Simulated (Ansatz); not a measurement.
Cost and result for the atomization energy of C₂H₃FO (`C=C(O)F`) (7 atoms, 6 bonds).

Charge 0, multiplicity 1. The geometry is a stationary point of PBE0-D4/def2-TZVP. It is one conformer, not always the lowest. Program: Ansatz. All runs use 2 threads of an Arm Neoverse V2 on a shared host. Times are those of one run each, without the atoms' runs, and a repeat can differ threefold. Electronic energies, without spin–orbit coupling; frozen cores. CCSD(T)/CBS adds CCSD(T) − MP2 in def2-TZVPP to the MP2 limit, and its time is that of the two runs behind it. T1 = 0.012. B3LYP takes the VWN-RPA correlation (the form of Gaussian; ORCA's B3LYP/G).

CCSD(T)/CBS is a level of theory with its own doubt, some kJ/mol a heavy atom from the limit and from the frozen cores, so smaller differences don't rank the functionals.

```csv
level,functions,wall time,atomization (kJ/mol),difference from CCSD(T)/CBS,per bond
PBE-D4/def2-TZVPP (with forces),166,1.6 s,2962.7,116.5,19.4
CCSD(T)/def2-SVP,71,1.6 s,2702.7,-143.5,-23.9
PBE0-D4/def2-TZVPP,166,1.8 s,2867.7,21.5,3.6
BHLYP-D4/def2-TZVPP,166,1.9 s,2714.0,-132.2,-22.0
B3LYP-D4/def2-TZVPP (with forces),166,2.2 s,2846.7,0.5,0.1
PBE-QIDH/def2-TZVPP,166,3 s,2828.6,-17.6,-2.9
B2PLYP/def2-TZVPP,166,3.1 s,2823.3,-22.9,-3.8
r2SCAN-D4/def2-TZVPP (with forces),166,3.4 s,2867.4,21.2,3.5
ωB97X-V/def2-TZVPP,166,4.9 s,2849.8,3.6,0.6
ωB97M-V/def2-TZVPP (with forces),166,7 s,2860.9,14.7,2.5
MP2/def2-QZVPP,318,11 s,2899.9,53.7,9.0
CCSD(T)/def2-TZVPP,166,36 s,2767.6,-78.6,-13.1
CCSD(T)/CBS(def2),–,47 s,2846.2,0.0,0.0
```

The D4 term adds +13.4 kJ/mol with B3LYP and +6.9 kJ/mol with PBE0; it sums over pairs of atoms, weighted by their polarisabilities, and B3LYP, whose exchange is more repulsive, gets the larger term. In def2-TZVPP, CCSD(T) changes the Hartree–Fock value by +788.6 kJ/mol (the triples alone add +54.8 kJ/mol) and MP2 by +874.5 kJ/mol; breaking electron pairs costs correlation energy, which Hartree–Fock lacks. From r2SCAN to r2SCAN0 (25 % exact exchange), in def2-TZVPP and without D4, the atomization energy moves by −75.3 kJ/mol: exact exchange takes away binding that semilocal exchange gives to molecules.
